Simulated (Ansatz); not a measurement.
Worked example: BH4⁺, singlet against BH$_{4}$, doublet

Geometry (PBE0/def2-TZVP stationary point of a doublet), kept for both states:

```xyz
5

B     0.0000    0.0000    0.0000
H     0.4147    0.8125    0.8107
H    -0.4243   -0.8077    0.8105
H    -0.4128    0.8086   -0.8154
H     0.4225   -0.8134   -0.8057
```

Basis cc-pVDZ; Ansatz 0.2.0. Only valence electrons are correlated (noble-gas cores frozen). R marks a restricted (for open shells ROHF) determinant.

Full CI isn't at hand for all of this; RCCSDT(Q) serves as the reference, and is uncertain by about the last step of the cluster series.

```csv
level,"E(BH4, doublet) (hartree)","E(BH4⁺, singlet) (hartree)"
RCCSD(T),-27.017213,-26.628379
PBE,-27.075420,-26.682226
B3LYP,-27.137786,-26.738693
RCCSDT(Q),-27.017998,-26.629469
```

Task: Give the vertical gap, BH4⁺ singlet less BH4 doublet, at each level in eV (1 hartree = 27.2114 eV), and each error against RCCSDT(Q).

Result: RCCSDT(Q): (-26.629469 − (-27.017998)) × 27.2114 = 10.572 eV (the reference)
B3LYP: (-26.738693 − (-27.137786)) × 27.2114 = 10.860 eV, error 0.288 eV
PBE: (-26.682226 − (-27.075420)) × 27.2114 = 10.699 eV, error 0.127 eV
RCCSD(T): (-26.628379 − (-27.017213)) × 27.2114 = 10.581 eV, error 0.009 eV

Total energies of functionals can't be set beside those of wave-function methods, since they hold the core's correlation and their own absolute errors; only the differences compare.

In so small a basis the reference is far from its limit while semilocal and hybrid functionals are nearer theirs, so the functionals' errors here hold much of the reference's basis and frozen-core error, which can add to them or hide them.

Each level lands on the state that its own search finds. T1 diagnostics of restricted CCSD: 0.017 and 0.009.
